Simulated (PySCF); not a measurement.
# LiS⁺: from constants to spectrum

UHF-CCSD(T) constants of LiS⁺, ³Σ⁻ (triplet), unpaired electrons π ↑↑ (PySCF, no relativity, basis sets Li def2-SVP, S def2-SVP; masses 7.0160 and 31.9721 u):

- ωe: 311.1 cm⁻¹
- ωexe: 3.7 cm⁻¹
- Be: 0.45293 cm⁻¹
- αe: 0.00831 cm⁻¹
- D (centrifugal): 3.84e-06 cm⁻¹
- De to Li⁺ + S: 0.85 eV

Problem. Give the vibrational terms G(v) and spacings up to v = 6.

Solution. G(v) = ωe(v+½) − ωexe(v+½)².

| v | G(v) (cm⁻¹) | G(v) − G(v−1) | Bv (cm⁻¹) |
| --- | --- | --- | --- |
| 0 | 154.6 |  | 0.4488 |
| 1 | 458.3 | 303.7 | 0.4405 |
| 2 | 754.6 | 296.3 | 0.4322 |
| 3 | 1043.5 | 288.9 | 0.4238 |
| 4 | 1325.0 | 281.5 | 0.4155 |
| 5 | 1599.1 | 274.1 | 0.4072 |
| 6 | 1865.8 | 266.7 | 0.3989 |

Problem. How well does the Morse estimate ωe²/(4ωexe) reproduce De, and what is D0?

Solution. It gives 0.81 eV, 95 % of the computed De. D0 = De − G(0) = 0.85 − 0.02 = 0.83 eV.

Correlated steps freeze 5 core orbitals. Correlated levels converge slowly with the basis: in double zeta they bind strong bonds too weakly, by up to about 1 eV, and carry superposition errors of some tenths. For an ion De counts to the pair picked by the measured ionisation energies or electron affinities, which need not be the lowest pair at this level. The state is the lowest determinant that a PBE0 search found; another state may lie lower at other levels.
